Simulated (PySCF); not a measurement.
C2H2ClF3.
Bonds: F1–C2, C2–C3, C3–F4, C3–F5, C3–Cl6. Hydrogens: H7, H8 on C2.

Torsions of this conformer, `[F:1][CH2:2][C:3]([F:4])([F:5])[Cl:6]`: F1–C2–C3–F4 -60°.

The closed-shell ground state was solved at several levels (PySCF, density fitting, gas phase, non-relativistic). The structure is a single PBE0-D3(BJ)/def2-SVP conformer in the gas phase; no vibrational or solvent corrections.

```json
{"level": "PBE0/def2-SVPD", "basis functions": "152", "total energy (Eh)": "-836.2155", "HOMO (eV)": "-9.87", "LUMO (eV)": "-0.24", "gap (eV)": "9.63", "dipole (D)": "1.94"}
{"level": "B3LYP/6-31G*", "basis functions": "92", "total energy (Eh)": "-837.1073", "HOMO (eV)": "-9.20", "LUMO (eV)": "0.16", "gap (eV)": "9.36", "dipole (D)": "1.58"}
{"level": "B3LYP/def2-TZVP", "basis functions": "204", "total energy (Eh)": "-837.3290", "HOMO (eV)": "-9.46", "LUMO (eV)": "-0.23", "gap (eV)": "9.23", "dipole (D)": "1.91"}
{"level": "PBE0/pcSseg-1", "basis functions": "119", "total energy (Eh)": "-836.5613", "HOMO (eV)": "-9.81", "LUMO (eV)": "0.19", "gap (eV)": "10.00", "dipole (D)": "1.93"}
{"level": "B3LYP/cc-pVTZ", "basis functions": "212", "total energy (Eh)": "-837.3148", "HOMO (eV)": "-9.42", "LUMO (eV)": "-0.13", "gap (eV)": "9.29", "dipole (D)": "1.81"}
```

(1) What might B3LYP/pcSseg-2 (251 basis functions) give for the same quantities?

(2) Over all these levels, which gives the widest orbital gap and which the narrowest?

(3) How much does the basis alone move the frontier levels among the 4 B3LYP rows (the withheld one included)?

(4) How far do the dipole and the HOMO energy spread over the levels?

## Answers

(1) Total energy -837.3389 Eh, HOMO -9.53 eV, LUMO -0.39 eV, gap 9.14 eV, dipole 1.98 D.

(2) PBE0/pcSseg-1 (global hybrid, 25 % exact exchange) has the widest, 10.00 eV, and B3LYP/pcSseg-2 (global hybrid, 20 % exact exchange) the narrowest, 9.14 eV. Functional and basis both differ between the two, so the spread mixes both effects.

(3) The HOMO by 0.33 eV and the LUMO by 0.55 eV. By rising basis size (HOMO, LUMO in eV): 6-31G* -9.20, 0.16; def2-TZVP -9.46, -0.23; cc-pVTZ -9.42, -0.13; pcSseg-2 -9.53, -0.39.

(4) The dipole runs from 1.58 to 1.98 D (mean 1.86 D) and the HOMO from -9.87 to -9.20 eV.
